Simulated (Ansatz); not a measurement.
Reaction (SMILES): ClF (F-Cl) → ClF+ (doublet, bonded as FCl) + e-
B3LYP-D3(BJ)/def2-TZVP geometries, fixed; electronic energies without zero-point terms.
Largest species:
```xyz
2

F      0.0000     0.0000    -1.0729
Cl     0.0000     0.0000     0.5680
```
Charge 0, spin multiplicity 1.

How fast the adiabatic ionisation energy converges with the basis for several methods (Ansatz, a quantum-chemistry and plane-wave program): deviation from each method's own reference, in eV. References: B3LYP 12.574 eV, the value in aug-cc-pV(5+d)Z; CCSD(T) 12.717 eV, Hartree-Fock in aug-cc-pV(Q+d)Z plus the correlation part extrapolated as X^-3 from aug-cc-pV(T+d)Z and aug-cc-pV(Q+d)Z; HF 11.689 eV, the value in pcseg-4; MP2 12.793 eV, Hartree-Fock in aug-cc-pV(Q+d)Z plus the correlation part extrapolated as X^-3 from aug-cc-pV(T+d)Z and aug-cc-pV(Q+d)Z; PBE 12.333 eV, the value in aug-cc-pV(5+d)Z; r2SCAN 12.407 eV, the value in aug-cc-pV(5+d)Z. Cartesian d functions, on some or all atoms, in 6-31G**; all else is spherical. In correlated methods cores are frozen. Open shells are unrestricted. No added dispersion term, no relativity. 

```
basis            functions   B3LYP  CCSD(T)     HF     MP2     PBE  r2SCAN
---------------  ---------  ------  -------  -----  ------  ------  ------
3-21G                   22   0.262   -0.271  0.841  -0.242   0.172   0.415
6-31G                   22   0.649    0.109  1.106   0.127   0.568   0.738
6-31G**                 34  -0.083   -0.554  0.173  -0.520  -0.128   0.002
def2-SVPD               50   0.290   -0.046  0.425  -0.020   0.284   0.357
pcseg-2                 64   0.049   -0.259  0.073  -0.227   0.042   0.062
def2-TZVPP              73  -0.009   -0.247  0.028  -0.222  -0.020   0.008
jun-cc-pV(T+d)Z         87   0.026   -0.188  0.039  -0.172   0.025   0.030
aug-pcseg-2             96   0.039   -0.177  0.048  -0.164   0.040   0.044
pcseg-3                124  -0.001   -0.123  0.002  -0.119  -0.001   0.001
def2-QZVPP             127  -0.004   -0.111  0.006  -0.105  -0.008  -0.002
aug-cc-pV(Q+d)Z        169   0.007   -0.072  0.011  -0.067   0.007   0.007
aug-pcseg-3            174   0.001   -0.100  0.004  -0.099   0.002   0.003
```

Mean absolute deviation over pcseg-2, def2-TZVPP, jun-cc-pV(T+d)Z, aug-pcseg-2: B3LYP 0.031, PBE 0.032, r2SCAN 0.036, HF 0.047, MP2 0.196, CCSD(T) 0.218 eV.
